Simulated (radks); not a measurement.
# Valence configurations of O²⁺

Aim: which of several valence configurations of O²⁺ lies lowest at this level, and whether it is the one NIST lists ([He] 2s2 2p2).

Program: radks (a radial shooting solver on a logarithmic mesh, Libxc functionals) version 1. Level of theory: Dirac Kohn-Sham, PBE, spin-unpolarised, spherical densities, point nucleus; open shells fill j = l - 1/2 first. These are calculated values, not measurements, unless marked.

## (1) What is computed

- element: oxygen (Z = 8)
- charge: +2
- electrons: 6
- configuration: [He] 2s2 2p2
- others tried: 2s1 2p3; 2s1.5 2p2.5; 2p4; 2s0.5 2p3.5

## (2) [He] 2s2 2p2

Input:

```text
Z 8
configuration [He] 2s2 2p2
relativity Dirac
functional pbe,pbe
spin unpolarised
j_filling energy
nucleus point
c 137.035999084
```

## (3) [He] 2s1 2p3

Changes since step 2:

```diff
@@ -1,3 +1,3 @@
 Z 8
-configuration [He] 2s2 2p2
+configuration [He] 2s1 2p3
 relativity Dirac
```

## (4) [He] 2s1.5 2p2.5

Changes since step 3:

```diff
@@ -1,3 +1,3 @@
 Z 8
-configuration [He] 2s1 2p3
+configuration [He] 2s1.5 2p2.5
 relativity Dirac
```

## (5) [He] 2p4

Changes since step 4:

```diff
@@ -1,3 +1,3 @@
 Z 8
-configuration [He] 2s1.5 2p2.5
+configuration [He] 2p4
 relativity Dirac
```

## (6) [He] 2s0.5 2p3.5

Changes since step 5:

```diff
@@ -1,3 +1,3 @@
 Z 8
-configuration [He] 2p4
+configuration [He] 2s0.5 2p3.5
 relativity Dirac
```

Q: Predict the outcome of this session. Wanted: for each run, valence; E − E(NIST configuration); highest level; its energy; 1s shift.

The runs gave:

```csv
valence,E − E(NIST configuration) (eV),highest level,its energy (eV),1s shift (eV)
2s2 2p2,0.000,2p1/2,-43.263,+0.00
2s1.5 2p2.5,7.569,2p3/2,-43.051,+0.34
2s1 2p3,15.151,2p3/2,-42.901,+0.66
2s0.5 2p3.5,22.747,2p3/2,-42.761,+0.96
2p4,30.357,2p3/2,-42.630,+1.23
```

In words: Theory agrees with NIST among these: the next, 2s1.5 2p2.5, lies 7.569 eV higher. The energies are those of spherical spin-averaged densities, not of single terms. The 1s eigenvalue shifts by up to 1.23 eV as the valence charge is rearranged.
